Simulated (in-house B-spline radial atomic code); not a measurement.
# Removing the outer electron from species of like outer shells: Li⁻ to Cs⁻

All numbers come from a B-spline radial code for spherical atoms, all electrons, at the radial basis limit: mean fields, RPA and GW scalar-relativistic (one-electron X2C; non-relativistic for the lightest neutral atoms and singly charged ions), without spin-orbit coupling, Breit or QED terms, open shells spin-polarised at highest spin; Brueckner, CI + MBPT and self-energy runs four-component with Breit and QED terms. References are NIST's ionisation energies and tabulated electron affinities.

Columns: (a) minus the highest CAM-B3LYP level; (b) minus the highest LC-wPBE level; (c) minus the highest Hartree-Fock level; (d) Hartree-Fock, difference of total energies; (e) G0W0 on Hartree-Fock; (f) MP2, difference of total energies. Each gives computed minus reference, in eV; a star marks a semi-empirical reference. Species are left out where the tabulated value is theory, is uncertain by more than 0.12 eV, or (13 ions, such as In⁴⁺, Te⁴⁺ and Bi⁴⁺) lies off its series for all methods alike, which flatters the means a little.

```json
{"species": "Li⁻", "configuration": "[He] 2s2", "reference (eV)": "0.62", "(a)": "-0.51", "(b)": "+0.17", "(c)": "-0.22", "(d)": "-0.74", "(e)": "+0.03", "(f)": "-0.23"}
{"species": "K⁻", "configuration": "[Ar] 4s2", "reference (eV)": "0.50", "(a)": "-0.42", "(b)": "+0.15", "(c)": "-0.22", "(d)": "-0.58", "(e)": "+0.11", "(f)": "-0.14"}
{"species": "Rb⁻", "configuration": "[Kr] 5s2", "reference (eV)": "0.49", "(a)": "?", "(b)": "?", "(c)": "?", "(d)": "?", "(e)": "?", "(f)": "?"}
{"species": "Cs⁻", "configuration": "[Xe] 6s2", "reference (eV)": "0.47", "(a)": "-0.40", "(b)": "+0.12", "(c)": "-0.23", "(d)": "-0.54", "(e)": "+0.13", "(f)": "-0.10"}
```

(1) What are the differences for Rb⁻?

(2) How do the methods rank over these species?

Results:

(1) (a) -0.40; (b) +0.14; (c) -0.22; (d) -0.56; (e) +0.13; (f) -0.12 eV.

(2) Mean absolute differences: G0W0 on Hartree-Fock 0.10 eV; minus the highest LC-wPBE level 0.15 eV; MP2, difference of total energies 0.15 eV; minus the highest Hartree-Fock level 0.22 eV; minus the highest CAM-B3LYP level 0.43 eV; Hartree-Fock, difference of total energies 0.60 eV. One-signed throughout: minus the highest CAM-B3LYP level (too low), minus the highest LC-wPBE level (too high), minus the highest Hartree-Fock level (too low), Hartree-Fock, difference of total energies (too low), G0W0 on Hartree-Fock (too high), MP2, difference of total energies (too low). Hartree-Fock differences come too low by the correlation energy of the removed electron.
